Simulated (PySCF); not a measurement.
C₂H₃ (vinyl), optimised at GFN2-xTB:

```xyz
5

C      0.7743    -0.2845     0.2010
C     -0.4611    -0.0392    -0.0668
H      1.7103     0.2228     0.2285
H     -0.8430     0.9381    -0.3775
H     -1.2268    -0.8005    -0.0017
```

Computed with PySCF (xtb for GFN2) and rigid-rotor harmonic-oscillator thermochemistry at 1 bar. 6-31G* has spherical d functions here. Open shells (unrestricted): C₂H₃ (vinyl) (multiplicity 2). GFN2 has no spin-polarisation term. B3LYP is the form with VWN-RPA correlation.

Question: List the harmonic frequencies (cm⁻¹, unscaled) at this level and at the other levels, each on its own geometry.

Answer: 
- GFN2-xTB: 654, 736, 949, 965, 1356, 1729, 2834, 3031, 3191
- B3LYP/6-31G*: 728, 814, 922, 1071, 1417, 1672, 3072, 3168, 3258
- PBE/def2-SVP: 669, 785, 868, 987, 1311, 1628, 2977, 3080, 3182
- PBE0/def2-TZVP: 709, 836, 928, 1046, 1388, 1668, 3074, 3170, 3263
